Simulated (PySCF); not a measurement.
**Li2 under other conditions**

One physical setting of the base script is moved in each run, with the edits that it forces.

Computed with PySCF 2.14.0. Level: method and basis as typed in the scripts.

### 1 Where the work starts

Li2: 2 atoms, charge 0, spin multiplicity 1.

No contacts short enough for the rule that draws bonds.

### 2 Base script

input.py reads:

```python
from pyscf import gto, scf, cc

mol = gto.M(
    atom='Li 0 0 0; Li 0 0 2.57',
    basis='6-311++g**',
    charge=0,
    spin=0,
    verbose=4,
)
mf = scf.RHF(mol)
mf.kernel()
mycc = cc.CCSD(mf)
mycc.kernel()
mf.dip_moment()
print('orbital energies (hartree):', mf.mo_energy[..., max(0, mol.nelec[1]-3):mol.nelec[0]+3].round(4))
```

Launch:

```
$ OMP_NUM_THREADS=1 python input.py
```

Its log is not repeated here.

Base result: E(SCF) = -14.868925 Eh, 7 cycles, E(CCSD) − E(SCF) = -0.06133 Eh, μ = 0.00 D (of the SCF density).

The bond length is a typed value, not an optimised one.

### 3 Bond 3.212 Å

Run 1 changes bond length: 2.57 Å → 3.212 Å.

input.py reads:

```python
from pyscf import gto, scf, cc

mol = gto.M(
    atom='Li 0 0 0; Li 0 0 3.212',
    basis='6-311++g**',
    charge=0,
    spin=0,
    verbose=4,
)
mf = scf.RHF(mol)
mf.kernel()
mycc = cc.CCSD(mf)
mycc.kernel()
mf.dip_moment()
print('orbital energies (hartree):', mf.mo_energy[..., max(0, mol.nelec[1]-3):mol.nelec[0]+3].round(4))
```

Launch:

```
$ OMP_NUM_THREADS=1 python input.py
```

### 4 Electric field 0.001 a.u.

Run 2 changes electric field: none → 0.001 a.u.

Edit input.py of step 2 so:

```diff
@@ -10,2 +10,7 @@
 mf = scf.RHF(mol)
+field = 0.001  # electric field along z, atomic units
+h = mf.get_hcore() + field*mol.intor('int1e_r')[2]
+mf.get_hcore = lambda *args: h
+e_nuc = mol.energy_nuc() - field*mol.atom_charges() @ mol.atom_coords()[:, 2]
+mf.energy_nuc = lambda *args: e_nuc
 mf.kernel()
```

### 5 Bond 5.14 Å

Run 3 changes bond length: 2.57 Å → 5.14 Å.

Edit input.py of step 2 so:

```diff
@@ -3,3 +3,3 @@
 mol = gto.M(
-    atom='Li 0 0 0; Li 0 0 2.57',
+    atom='Li 0 0 0; Li 0 0 5.14',
     basis='6-311++g**',
```

### 6 Charge +2 (UHF)

Run 4 changes charge: 0 → 2; SCF type: RHF → UHF.

input.py reads:

```python
from pyscf import gto, scf, cc

mol = gto.M(
    atom='Li 0 0 0; Li 0 0 2.57',
    basis='6-311++g**',
    charge=2,
    spin=0,
    verbose=4,
)
mf = scf.UHF(mol)
mf.kernel()
mycc = cc.CCSD(mf)
mycc.kernel()
mf.dip_moment()
print('orbital energies (hartree):', [e[max(0, n-3):n+3].round(4) for e, n in zip(mf.mo_energy, mol.nelec)])
```

### 7 Bond 0.5 Å

Run 5 changes bond length: 2.57 Å → 0.5 Å.

Edit input.py of step 2 so:

```diff
@@ -3,3 +3,3 @@
 mol = gto.M(
-    atom='Li 0 0 0; Li 0 0 2.57',
+    atom='Li 0 0 0; Li 0 0 0.5',
     basis='6-311++g**',
```

Before running it: what results should come out? Wanted: for each run, E(SCF); from base; gap; after the SCF.

The runs gave:

```csv
run,E(SCF) (hartree),from base (eV),cycles,gap (eV),after the SCF
base,-14.868925,0,7,5.10,CCSD correlation -1.669 eV
bond 3.212 Å,-14.866593,+0.0634,7,4.61,CCSD correlation -1.593 eV
electric field 0.001 a.u.,-14.869042,-0.0032,7,4.94,CCSD correlation -1.670 eV
bond 5.14 Å,-14.827133,+1.1372,7,3.21,CCSD correlation -1.922 eV
charge +2 (UHF),-14.266038,+16.4054,5,69.60,CCSD correlation -0.807 eV
bond 0.5 Å (poor choice),-12.953064,+52.1332,7,7.09,CCSD correlation -2.353 eV
```

Of the runs whose energies can be compared, “bond 0.5 Å” moves the SCF energy most (+52.133 eV). With bond 5.14 Å the frontier gap moves by over 1.5 eV, which can mean another electronic state rather than the bond length alone. With bond 0.5 Å the frontier gap moves by over 1.5 eV, which can mean another electronic state rather than the bond length alone. Rows marked «poor choice» come from settings spoiled on purpose.
